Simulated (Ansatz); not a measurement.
Reaction (substitution at a C–C bond): `O=CC(F)(F)Cl` + H–F → `FC(F)(F)Cl` + `C=O`

Program: Ansatz. Geometries: PBE0-D4/def2-TZVP. ΔE: electronic, gas phase. CCSD(T)/CBS adds triple-zeta CCSD(T) − MP2 to the extrapolated MP2 energy (def2 sets, frozen cores). This one scheme is used for every species. DFT in def2-TZVPP. Each species was taken in one conformer, which may not be the lowest.

```csv
level,ΔE (eV)
BHLYP-D4,0.09
B2PLYP,0.13
revPBE,0.11
BLYP,0.09
r2SCAN,0.10
MP2/def2-SVP,-0.03
CCSD(T)/def2-SVP,-0.08
SCS-MP2/def2-QZVPP,0.22
```

(1) What does CCSD(T)/CBS give? (Estimate.)

Largest T1 diagnostic among the species: 0.015.

## Answers

(1) The calculation gave: +0.24 eV. The listed levels differ from it by -0.15, -0.11, -0.13, -0.15, -0.14, -0.27, -0.32, -0.02 eV.

The D4 term adds +0.07 eV with B3LYP and +0.04 eV with PBE0; it sums over pairs of atoms, weighted by their polarisabilities, and B3LYP, whose exchange is more repulsive, gets the larger term. In def2-TZVPP, CCSD(T) changes the Hartree–Fock value by +0.25 eV (the triples alone add +0.03 eV) and MP2 by +0.32 eV. From BLYP to BHLYP (50 % exact exchange), in def2-TZVPP and without D4, ΔE moves by −0.05 eV.

B3LYP here is the variant with VWN-RPA as its local correlation; programs differ in this.
